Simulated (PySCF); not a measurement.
# State search for NaS

Unrestricted PBE0; Na 6-311G(d,p), S 6-311G(d,p); no relativity (PySCF 2.14). Outer shells of the fragments: Na 3s1; S 3s2 3p4.

Followed along the bond (rough minima from three points):

| 2Ms+1 | unpaired | ⟨S²⟩ at the start | R at minimum (Å) | Te (eV) |
| --- | --- | --- | --- | --- |
| 2 | π ↑ | 0.75 | 2.51 | 0.00 |
| 2 | σ ↑ | 0.75 | 2.43 | 0.56 |
| 4 | σ ↑, π ↑↑ | 3.75 | none in the scan | ≤ 2.60 |

Solutions found at the starting distance of 2.560 Å, counted from the lowest of them; the search is not exhaustive and high or unbound solutions are not listed, so other states can lie among these:

```
2Ms+1   unpaired   term  E (eV)  ⟨S²⟩  ⟨Lz²⟩  μ (D)
    2        π ↑     ²Π    0.00  0.75   1.01  -8.99
    2        σ ↑    ²Σ⁺    0.60  0.75   0.00  -9.64
    4  σ ↑, π ↑↑    ⁴Σ⁻    2.76  3.75   0.00   2.75
    2  σ ↓, π ↑↑  mixed    2.81  1.75   0.00   3.21
    4  σ ↑↑, π ↑     ⁴Π    3.13  3.75   1.01   2.84
    2  σ ↑, π ↑↓  mixed    3.23  1.76   2.01   2.96
    4      π ↑↑↑     ⁴Π    4.25  3.75   1.00   1.66
    4  σ ↑, π ↑↑  mixed    4.69  3.75   2.01   1.58
    4  σ ↑, π ↑↑  mixed    4.78  3.75   2.01   1.72
```

A term symbol is given only where ⟨S²⟩ and ⟨Lz²⟩ are close to those of a pure state; real π, δ and φ orbitals otherwise mix terms. A positive dipole means Na(−)S(+).

Counting both spins, an empty level lies below a filled one in some of these solutions, because spin and occupation are held.
